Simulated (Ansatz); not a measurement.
Ansatz (a quantum-chemistry and plane-wave program) input (B3LYP-D3(BJ)/def2-TZVP):

Ansatz 0.2 input:
```yaml
crystal:
  periodic: [false, false, false]
  atoms:
    - {symbol: C, position_ang: [1.20714507, -0.43893973, -0.00256418]}
    - {symbol: C, position_ang: [0.11798946, 0.57141053, 0.00482199]}
    - {symbol: N, position_ang: [-1.24139525, -0.02687100, -0.00131228]}
    - {symbol: H, position_ang: [1.53582640, -0.90177310, 0.91941065]}
    - {symbol: H, position_ang: [1.53745215, -0.88648962, -0.93147757]}
    - {symbol: H, position_ang: [0.18297362, 1.22496543, -0.86746879]}
    - {symbol: H, position_ang: [0.18143178, 1.21047070, 0.88789918]}
    - {symbol: H, position_ang: [-1.35007526, -0.63365410, 0.80545776]}
    - {symbol: H, position_ang: [-1.34864912, -0.62024710, -0.81818214]}
basis:
  gaussian:
    orbitals: def2-TZVP
hamiltonian:
  xc: b3lyp
  dispersion: d3bj
magnetization: {spin_polarized: true, initial_magnetization: 1}
phonons: {temperatures: {t_min: 298.15, t_max: 298.15, t_step: 100}}
```

Output:

```
Functional definition: B3LYP
integrals: 0.03 GiB planned
779 factors; their error is unknown
mean field: 0.51 GiB planned
mean field evaluation 1: about -3653.0412 eV, gradient 4.4e1 eV
mean field evaluation 2: about -3644.3709 eV, gradient 6.1e1 eV
mean field evaluation 4: about -3661.5385 eV, gradient 4.0e0 eV
mean field evaluation 8: about -3661.6150 eV, gradient 7.7e-2 eV
mean field evaluation 16: about -3661.5968 eV, gradient 8.4e-5 eV
mean field -3661.59680107 eV, -134.5612005200 hartree, gradient 1.3e-5 eV, S^2 0.754560; 0 other end points of the search recorded, 0 dependent functions left out
the calculation of the forces begins
reference -3661.59702432 eV, -134.5612087240 hartree; 13, 12 occupied and 116, 117 virtual orbitals, 779 factors
these checks for a lower state are left out or cut short: stability, starts, cluster_reference, orbital_swaps, neighbouring_geometries, increment
integrals: 0.03 GiB planned
779 factors; their error is unknown
mean field: 0.51 GiB planned
mean field -3661.59669652 eV, -134.5611966777 hartree, gradient 2.9e-6 eV, S^2 0.754562; 0 other end points of the search recorded, 0 dependent functions left out
the calculation of the forces begins
reference -3661.59691983 eV, -134.5612048843 hartree; 13, 12 occupied and 116, 117 virtual orbitals, 779 factors
these checks for a lower state are left out or cut short: stability, starts, cluster_reference, orbital_swaps, neighbouring_geometries, increment
integrals: 0.03 GiB planned
779 factors; their error is unknown
mean field: 0.51 GiB planned
mean field evaluation 32: about -3661.5967 eV, gradient 5.1e-3 eV
mean field -3661.59670982 eV, -134.5611971666 hartree, gradient 2.9e-6 eV, S^2 0.754558; 0 other end points of the search recorded, 0 dependent functions left out
the calculation of the forces begins
reference -3661.59693300 eV, -134.5612053681 hartree; 13, 12 occupied and 116, 117 virtual orbitals, 779 factors
these checks for a lower state are left out or cut short: stability, starts, cluster_reference, orbital_swaps, neighbouring_geometries, increment
integrals: 0.03 GiB planned
779 factors; their error is unknown
mean field: 0.51 GiB planned
mean field -3661.59668565 eV, -134.5611962782 hartree, gradient 2.9e-6 eV, S^2 0.754553; 0 other end points of the search recorded, 0 dependent functions left out
the calculation of the forces begins
reference -3661.59690888 eV, -134.5612044816 hartree; 13, 12 occupied and 116, 117 virtual orbitals, 779 factors
these checks for a lower state are left out or cut short: stability, starts, cluster_reference, orbital_swaps, neighbouring_geometries, increment
integrals: 0.03 GiB planned
779 factors; their error is unknown
mean field: 0.51 GiB planned
mean field -3661.59664251 eV, -134.5611946928 hartree, gradient 2.8e-6 eV, S^2 0.754567; 0 other end points of the search recorded, 0 dependent functions left out
the calculation of the forces begins
reference -3661.59686577 eV, -134.5612028976 hartree; 13, 12 occupied and 116, 117 virtual orbitals, 779 factors
these checks for a lower state are left out or cut short: stability, starts, cluster_reference, orbital_swaps, neighbouring_geometries, increment
integrals: 0.03 GiB planned
779 factors; their error is unknown
mean field: 0.51 GiB planned
mean field -3661.59665044 eV, -134.5611949843 hartree, gradient 2.9e-6 eV, S^2 0.754573; 0 other end points of the search recorded, 0 dependent functions left out
the calculation of the forces begins
reference -3661.59687354 eV, -134.5612031830 hartree; 13, 12 occupied and 116, 117 virtual orbitals, 779 factors
these checks for a lower state are left out or cut short: stability, starts, cluster_reference, orbital_swaps, neighbouring_geometries, increment
integrals: 0.03 GiB planned
[...]
these checks for a lower state are left out or cut short: stability, starts, cluster_reference, orbital_swaps, neighbouring_geometries, increment
integrals: 0.03 GiB planned
779 factors; their error is unknown
mean field: 0.51 GiB planned
mean field -3661.59672777 eV, -134.5611978263 hartree, gradient 2.9e-6 eV, S^2 0.754567; 0 other end points of the search recorded, 0 dependent functions left out
the calculation of the forces begins
reference -3661.59695106 eV, -134.5612060321 hartree; 13, 12 occupied and 116, 117 virtual orbitals, 779 factors
these checks for a lower state are left out or cut short: stability, starts, cluster_reference, orbital_swaps, neighbouring_geometries, increment
integrals: 0.03 GiB planned
779 factors; their error is unknown
mean field: 0.51 GiB planned
mean field -3661.59670757 eV, -134.5611970839 hartree, gradient 2.9e-6 eV, S^2 0.754553; 0 other end points of the search recorded, 0 dependent functions left out
the calculation of the forces begins
reference -3661.59693077 eV, -134.5612052862 hartree; 13, 12 occupied and 116, 117 virtual orbitals, 779 factors
these checks for a lower state are left out or cut short: stability, starts, cluster_reference, orbital_swaps, neighbouring_geometries, increment
integrals: 0.03 GiB planned
779 factors; their error is unknown
mean field: 0.51 GiB planned
mean field -3661.59678329 eV, -134.5611998666 hartree, gradient 2.9e-6 eV, S^2 0.754559; 0 other end points of the search recorded, 0 dependent functions left out
the calculation of the forces begins
reference -3661.59700656 eV, -134.5612080713 hartree; 13, 12 occupied and 116, 117 virtual orbitals, 779 factors
these checks for a lower state are left out or cut short: stability, starts, cluster_reference, orbital_swaps, neighbouring_geometries, increment
integrals: 0.03 GiB planned
779 factors; their error is unknown
mean field: 0.51 GiB planned
mean field evaluation 160: about -3661.6131 eV, gradient 2.6e-4 eV
mean field -3661.59678187 eV, -134.5611998144 hartree, gradient 2.9e-6 eV, S^2 0.754561; 0 other end points of the search recorded, 0 dependent functions left out
the calculation of the forces begins
reference -3661.59700510 eV, -134.5612080177 hartree; 13, 12 occupied and 116, 117 virtual orbitals, 779 factors
these checks for a lower state are left out or cut short: stability, starts, cluster_reference, orbital_swaps, neighbouring_geometries, increment
integrals: 0.03 GiB planned
779 factors; their error is unknown
mean field: 0.51 GiB planned
mean field -3661.59677217 eV, -134.5611994580 hartree, gradient 2.9e-6 eV, S^2 0.754560; 0 other end points of the search recorded, 0 dependent functions left out
the calculation of the forces begins
reference -3661.59699547 eV, -134.5612076639 hartree; 13, 12 occupied and 116, 117 virtual orbitals, 779 factors
these checks for a lower state are left out or cut short: stability, starts, cluster_reference, orbital_swaps, neighbouring_geometries, increment
integrals: 0.03 GiB planned
779 factors; their error is unknown
mean field: 0.51 GiB planned
mean field -3661.59673941 eV, -134.5611982538 hartree, gradient 2.9e-6 eV, S^2 0.754560; 0 other end points of the search recorded, 0 dependent functions left out
the calculation of the forces begins
reference -3661.59696260 eV, -134.5612064560 hartree; 13, 12 occupied and 116, 117 virtual orbitals, 779 factors
these checks for a lower state are left out or cut short: stability, starts, cluster_reference, orbital_swaps, neighbouring_geometries, increment
integrals: 0.03 GiB planned
779 factors; their error is unknown
mean field: 0.51 GiB planned
mean field -3661.59672248 eV, -134.5611976317 hartree, gradient 2.9e-6 eV, S^2 0.754560; 0 other end points of the search recorded, 0 dependent functions left out
the calculation of the forces begins
reference -3661.59694564 eV, -134.5612058327 hartree; 13, 12 occupied and 116, 117 virtual orbitals, 779 factors
these checks for a lower state are left out or cut short: stability, starts, cluster_reference, orbital_swaps, neighbouring_geometries, increment
integrals: 0.03 GiB planned
779 factors; their error is unknown
mean field: 0.51 GiB planned
mean field evaluation 192: about -3661.5967 eV, gradient 2.8e-6 eV
mean field -3661.59673884 eV, -134.5611982329 hartree, gradient 2.9e-6 eV, S^2 0.754560; 0 other end points of the search recorded, 0 dependent functions left out
the calculation of the forces begins
reference -3661.59696216 eV, -134.5612064399 hartree; 13, 12 occupied and 116, 117 virtual orbitals, 779 factors
these checks for a lower state are left out or cut short: stability, starts, cluster_reference, orbital_swaps, neighbouring_geometries, increment
integrals: 0.03 GiB planned
779 factors; their error is unknown
mean field: 0.51 GiB planned
mean field -3661.59676244 eV, -134.5611991001 hartree, gradient 2.9e-6 eV, S^2 0.754559; 0 other end points of the search recorded, 0 dependent functions left out
the calculation of the forces begins
reference -3661.59698566 eV, -134.5612073033 hartree; 13, 12 occupied and 116, 117 virtual orbitals, 779 factors
these checks for a lower state are left out or cut short: stability, starts, cluster_reference, orbital_swaps, neighbouring_geometries, increment
integrals: 0.03 GiB planned
779 factors; their error is unknown
mean field: 0.51 GiB planned
mean field -3661.59681118 eV, -134.5612008914 hartree, gradient 2.9e-6 eV, S^2 0.754561; 0 other end points of the search recorded, 0 dependent functions left out
the calculation of the forces begins
reference -3661.59703445 eV, -134.5612090963 hartree; 13, 12 occupied and 116, 117 virtual orbitals, 779 factors
these checks for a lower state are left out or cut short: stability, starts, cluster_reference, orbital_swaps, neighbouring_geometries, increment
integrals: 0.03 GiB planned
779 factors; their error is unknown
mean field: 0.51 GiB planned
mean field -3661.59674207 eV, -134.5611983517 hartree, gradient 2.9e-6 eV, S^2 0.754558; 0 other end points of the search recorded, 0 dependent functions left out
the calculation of the forces begins
reference -3661.59696531 eV, -134.5612065556 hartree; 13, 12 occupied and 116, 117 virtual orbitals, 779 factors
these checks for a lower state are left out or cut short: stability, starts, cluster_reference, orbital_swaps, neighbouring_geometries, increment
integrals: 0.03 GiB planned
779 factors; their error is unknown
mean field: 0.51 GiB planned
mean field -3661.59675565 eV, -134.5611988507 hartree, gradient 2.9e-6 eV, S^2 0.754562; 0 other end points of the search recorded, 0 dependent functions left out
the calculation of the forces begins
reference -3661.59697890 eV, -134.5612070548 hartree; 13, 12 occupied and 116, 117 virtual orbitals, 779 factors
these checks for a lower state are left out or cut short: stability, starts, cluster_reference, orbital_swaps, neighbouring_geometries, increment
integrals: 0.03 GiB planned
779 factors; their error is unknown
mean field: 0.51 GiB planned
mean field evaluation 224: about -3661.5964 eV, gradient 3.4e-1 eV
mean field -3661.59671693 eV, -134.5611974278 hartree, gradient 2.9e-6 eV, S^2 0.754562; 0 other end points of the search recorded, 0 dependent functions left out
the calculation of the forces begins
reference -3661.59694019 eV, -134.5612056323 hartree; 13, 12 occupied and 116, 117 virtual orbitals, 779 factors
these checks for a lower state are left out or cut short: stability, starts, cluster_reference, orbital_swaps, neighbouring_geometries, increment
integrals: 0.03 GiB planned
779 factors; their error is unknown
mean field: 0.51 GiB planned
mean field -3661.59669918 eV, -134.5611967756 hartree, gradient 2.9e-6 eV, S^2 0.754558; 0 other end points of the search recorded, 0 dependent functions left out
the calculation of the forces begins
reference -3661.59692241 eV, -134.5612049792 hartree; 13, 12 occupied and 116, 117 virtual orbitals, 779 factors
Total energy: -3661.81168833 eV, -134.5690974811 hartree
Atom 0 at     1.207145    -0.438940    -0.002564 Å, force     0.000040    -0.000066    -0.000001 eV/Å
Atom 1 at     0.117989     0.571411     0.004822 Å, force     0.000066     0.000034     0.000000 eV/Å
Atom 2 at    -1.241395    -0.026871    -0.001312 Å, force     0.000021    -0.000093    -0.000001 eV/Å
Atom 3 at     1.535826    -0.901773     0.919411 Å, force    -0.000014    -0.000002     0.000033 eV/Å
Atom 4 at     1.537452    -0.886490    -0.931478 Å, force    -0.000014    -0.000001    -0.000033 eV/Å
Atom 5 at     0.182974     1.224965    -0.867469 Å, force    -0.000022     0.000053     0.000001 eV/Å
Atom 6 at     0.181432     1.210471     0.887899 Å, force    -0.000022     0.000053     0.000000 eV/Å
Atom 7 at    -1.350075    -0.633654     0.805458 Å, force    -0.000028     0.000010    -0.000002 eV/Å
Atom 8 at    -1.348649    -0.620247    -0.818182 Å, force    -0.000028     0.000010     0.000002 eV/Å
Dipole moment:     0.097513    -0.205335    -0.001610 e Å
Vibrations: 146.24 302.45 355.65 585.66 772.78 860.56 993.30 1018.82 1054.05 1257.55 1343.20 1375.76 1467.21 1491.96 1657.57 3039.71 3076.60 3132.55 3231.79 3462.97 3540.06 cm⁻¹, zero-point energy 2.118049 eV
```

It need not be the lowest isomer of its formula.
